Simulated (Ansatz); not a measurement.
A made-up structure of SiHSO (charge +1), closed shell:

| atom | x (Å) | y (Å) | z (Å) |
| --- | --- | --- | --- |
| O1 | 0.7977 | -0.6442 | 0.7242 |
| Si2 | -0.0394 | 0.3424 | -0.2128 |
| S3 | -0.9149 | -1.3447 | 0.3573 |
| H4 | -1.8353 | -2.2847 | 0.7021 |

It is relaxed with PBE-D4/def2-SVP and then PBE0-D4/def2-TZVP (Ansatz 0.2.0). Atoms count as bonded within 1.22 times the sum of their covalent radii (H–H: 0.88 Å). The end point is not checked to be a true minimum.

**Question.** Does its bonding change? (A judgement: the text doesn't fix the answer.)

**Answer.** By the calculation: No: no bond forms or breaks.

Where it ends: The first stage lowers the energy by 3.30 eV in 10 steps. It ends as SiHSO ([O]1[Si][SH]1), total charge +1:
```
4
angstrom
O 0.5230 -0.9028 0.6502
Si -0.1509 0.4811 0.0587
S -0.7569 -1.7314 -0.0971
H -1.6071 -1.7782 0.9590
```

Labels in which every atom is bracketed show which atoms are joined, not bond orders.

For scale, one of the runs: PBE0-D4/def2-TZVP relaxation, 111 basis functions, launched by `ansatz run in.yaml --threads 2 --pin off --events-out ev --progress --plain --max-ram 4352MiB`. The run took about 11 s on 2 CPU threads of an Arm Neoverse V2 (shared host).
